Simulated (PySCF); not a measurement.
Gas-phase XPS of 3-methylisoxazole, computed

3-methylisoxazole, C4H5NO.
Atom-mapped SMILES: `[CH3:1][c:2]1[cH:3][cH:4][o:5][n:6]1`

Computed, not measured: delta-SCF UKS SCAN, pcX-2 on the ionised atom, pcseg-1 elsewhere, spin-free X2C in PySCF 2.14.0. Vertical ΔSCF values, vacuum level as zero.

Task: What binding energy does each computed site have?

Result: 
| atom(s) | environment | level | binding energy (eV) | above the level's lowest (eV) | count |
| --- | --- | --- | --- | --- | --- |
| C1 | benzylic-type carbon | C 1s | 291.26 | +0.46 | 1 |
| C2 | substituted aromatic carbon | C 1s | 291.73 | +0.93 | 1 |
| C3 | aromatic CH carbon | C 1s | 290.80 | 0.00 | 1 |
| C4 | aromatic CH next to a ring oxygen | C 1s | 292.25 | +1.45 | 1 |
| O5 | ring oxygen | O 1s | 540.36 | 0.00 | 1 |
| N6 | pyridine-type nitrogen | N 1s | 405.76 | 0.00 | 1 |

Lowest listed C 1s: C3, bonded to 2 C (aromatic in the SMILES) and H. Highest, 1.45 eV above it: C4, bonded to O (aromatic in the SMILES), C (aromatic in the SMILES) and H.

Task: Give the binding energy of O 1s of O5 in hartree and in kJ/mol.

Result: 540.36 eV = 19.8579 Eh = 52137 kJ/mol.

Geometry: GFN2-xTB; no solvent, vibrations or thermal averaging.
